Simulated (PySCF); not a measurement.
Basis set benchmark on one molecule

Molecule: `O=C(O)C(F)F`, C₂H₂F₂O₂.

Atom-mapped SMILES (the numbers label the heavy atoms): `[O:1]=[C:2]([OH:3])[CH:4]([F:5])[F:6]`. Hydrogens are named by the atom that carries them.

Geometry PBE0-D3(BJ)/def2-SVP throughout; GIAO in PySCF, gas phase, one conformer, non-relativistic; equivalent atoms averaged; functional PBE0.

Reference values (measured; Wikipedia, Fluorine-19 nuclear magnetic resonance spectroscopy): δ(F5/F6) = -127.0 ppm vs CFCl3. Computed shifts are taken against CFCl3, calculated as an isolated molecule at each level.

Question: How do the basis sets STO-3G, 6-31G, pcSseg-0, 6-31G*, def2-SVP, cc-pVDZ, pcSseg-1, aug-cc-pVDZ, 6-311+G(2d,p), def2-TZVP, cc-pVTZ, IGLO-III, pcSseg-2 perform against the reference? Times are CPU seconds on shared hosts with different chips, so compare them loosely.

Answer: 
```csv
basis set,functions,F5/F6,abs. error F,core-s
STO-3G,32,-117.5,9.5,1.9
6-31G,58,-155.2,28.2,3.6
pcSseg-0,58,-157.7,30.7,3.4
6-31G*,88,-141.4,14.4,5
def2-SVP,94,-128.7,1.7,5.2
cc-pVDZ,94,-137.9,10.9,5.3
pcSseg-1,112,-147.6,20.6,6.2
aug-cc-pVDZ,156,-135.8,8.8,11
"6-311+G(2d,p)",174,-145.5,18.5,12
def2-TZVP,198,-142.5,15.5,15
cc-pVTZ,208,-142.0,15.0,16
IGLO-III,230,-144.5,17.5,17
pcSseg-2,244,-144.3,17.3,32
```

For 19F the closest is def2-SVP (1.7 ppm) and the furthest pcSseg-0 (30.7 ppm). Where a smaller basis beats a larger one, errors probably cancel; the largest sets show where the functional converges. One molecule is a small sample, and vibrational and solvent effects are absent from the calculation.

A small basis that lands close on one nucleus may do so by chance; judge by the trend and by all nuclei.
